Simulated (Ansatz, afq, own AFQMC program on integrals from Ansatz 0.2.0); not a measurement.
**CH₄NSi, doublet: AFQMC among the cluster methods**

```json
{"atom": "Si", "x (Å)": "-1.6021", "y (Å)": "0.0000", "z (Å)": "0.0000"}
{"atom": "H", "x (Å)": "-2.0970", "y (Å)": "1.3997", "z (Å)": "0.0000"}
{"atom": "H", "x (Å)": "-2.0970", "y (Å)": "-0.6999", "z (Å)": "1.2122"}
{"atom": "H", "x (Å)": "-2.0970", "y (Å)": "-0.6999", "z (Å)": "-1.2122"}
{"atom": "H", "x (Å)": "0.0949", "y (Å)": "0.0000", "z (Å)": "0.0000"}
{"atom": "N", "x (Å)": "2.5050", "y (Å)": "0.0000", "z (Å)": "0.0000"}
{"atom": "C", "x (Å)": "1.3449", "y (Å)": "0.0000", "z (Å)": "0.0000"}
```

Basis cc-pVDZ. Noble-gas cores (and the filled d shells of Ga–Kr and In–Xe) are frozen. Integrals, coupled cluster, full CI and functionals: Ansatz 0.2.0; the random walks run on the same integrals in our own AFQMC program. ph-AFQMC/CISD is guided by a CISD state made of CCSD amplitudes; releasing the constraint for a short imaginary time cuts its bias at the price of noise, slowly where states lie close. ± is one standard error of the sampling.

Determinant: ROHF, the one that the program's search chose, which needn't be the lowest solution. The geometry is a point of a scan.

No full CI on the walks' own integrals is used here; CCSDT(Q) serves as the reference and is uncertain by about the last step of the cluster series.

Cautions: a spin-contaminated unrestricted determinant lies lower (UHF 211 meV lower, ⟨S²⟩ 0.93).

```
T1 diagnostic                               : 0.0205
weight of the determinant in the CISD state : 0.820
size of the correlated space                : 17 electrons in 59 orbitals
```

| level | correlation energy (eV) |
| --- | --- |
| MP2 | -10.8148 |
| CCSD | -11.7564 |
| CCSD(T) | -12.1993 |

Question: Estimate where AFQMC with the constraint released lies against CCSD(T) on the same integrals.

Answer: 1.57 ± 0.15 kcal/mol below CCSD(T).

Reference: CCSDT(Q), correlation energy -12.268 eV. The released energy is read at 1.50 1/Eh (meV from the phaseless value at times in 1/Eh: -1 ± 6 at 0.24, -9 ± 5 at 0.51, -30 ± 5 at 0.99, -26 ± 6 at 1.50).

| level | E − E(reference) (kcal/mol) | share of correlation (%) |
| --- | --- | --- |
| CCSD(T) | 1.59 | 99.44 |
| CCSDT | 1.05 | 99.63 |
| ph-AFQMC/CISD | 0.62 ± 0.19 | 99.78 |
| released AFQMC | 0.03 ± 0.15 | 99.99 |

A walk keeps the symmetry of its determinant, which the program's search chose and which needn't be the lowest solution, so a lower state of the same spin and another symmetry isn't excluded. Released energies are given only where the last usable release times agree within the noise; a slower fall can still hide under it.
